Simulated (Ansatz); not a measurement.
**SiNH₅ (triplet): the correlation ladder at distance Si1–H5 along a hydrogen transfer = 1.789 Å, cc-pVDZ**

An exercise on one series of results from a longer session: the logs are not shown, and one member is left open.

Program: Ansatz 0.2.0, Gaussian basis. Level of theory: cc-pVDZ, core rule «outside noble gas», up to 6 orbitals frozen. These are calculated values, not measurements.

To be run: UHF; CCSD(T) on ROHF; CCSD(T) on UHF; BCCD(T) on ROHF; CISD; CCSDT(Q) on ROHF; CCSDT(Q) on UHF; CASSCF and MRCISD+Q, 4 electrons in 4 orbitals; CASSCF and NEVPT2, 4 electrons in 4 orbitals.

**The system**

The geometry derives from fragments relaxed apart (PBE0/def2-TZVP) and kept rigid, so it is no stationary point. A hydrogen atom is moved between rigid fragments.

7 atoms, charge 0, spin multiplicity 3.

Atoms are counted from 1 here; the program's logs count them from 0.

Bond lengths: Si1–H2 1.485 Å, Si1–H3 1.485 Å, Si1–H4 1.485 Å, N6–H7 1.040 Å. Angles: H2–Si1–H3 109.5°, H2–Si1–H4 109.5°, H3–Si1–H4 109.5°.

Set-up of the first run:

Contents of in.yaml:

```yaml
crystal:
  periodic: [false, false, false]
  atoms:
    - {symbol: Si, position_ang: [-1.042508, 0.021476, 0.000000]}
    - {symbol: H, position_ang: [-1.537380, 1.421184, 0.000000]}
    - {symbol: H, position_ang: [-1.537379, -0.678378, 1.212183]}
    - {symbol: H, position_ang: [-1.537379, -0.678378, -1.212182]}
    - {symbol: H, position_ang: [0.746492, 0.021476, 0.000000]}
    - {symbol: N, position_ang: [2.191492, 0.021476, -0.000001]}
    - {symbol: H, position_ang: [2.460574, -0.982751, -0.000001]}
basis:
  gaussian: {orbitals: cc-pVDZ}
magnetization: {spin_polarized: true, initial_magnetization: 2}
hamiltonian: {xc: hf}
output: {orbitals: {seedname: orbitals}}
```

On the command line:

```bash
$ ansatz run in.yaml --threads 1 --pin off --events-out ev --progress --plain --max-ram 2816MiB --backend cpu
```

Among the steps run: UHF; CCSD(T) on ROHF; CCSD(T) on UHF; BCCD(T) on ROHF; CISD; CCSDT(Q) on ROHF; CCSDT(Q) on UHF; CASSCF and MRCISD+Q, 4 electrons in 4 orbitals; CASSCF and NEVPT2, 4 electrons in 4 orbitals.

One table of the session follows, with a row left open; its other results are not shown here.

```
       method  from UCCSDT(Q) (meV)
         ROHF               +8421.6
          UHF               +8049.3
         RMP2               +1633.0
         UMP2               +1618.1
         CISD               +1012.2
        RCCSD                +222.9
        UCCSD                     ?
     RCCSD(T)                 +46.0
     UCCSD(T)                 +45.5
      BCCD(T)                 +44.8
       RCCSDT                 +11.4
       UCCSDT                  +9.7
    RCCSDT(Q)                  +1.2
    UCCSDT(Q)                     0
  CASSCF pair               +7732.1
  NEVPT2 pair               +1477.7
  MRCISD pair                +838.0
MRCISD+Q pair                 +98.2
```

**Question.** Estimate the row for UCCSD.

**Answer.** from UCCSDT(Q) (meV): +213.9. In the column «from UCCSDT(Q) (meV)» it lies between MRCISD+Q pair (+98.2) and RCCSD (+222.9).

To keep in mind: Restricted and unrestricted rows rest on different reference determinants; where their highest levels disagree by more than a few hundredths of an eV, they describe different states and don't form one ladder.
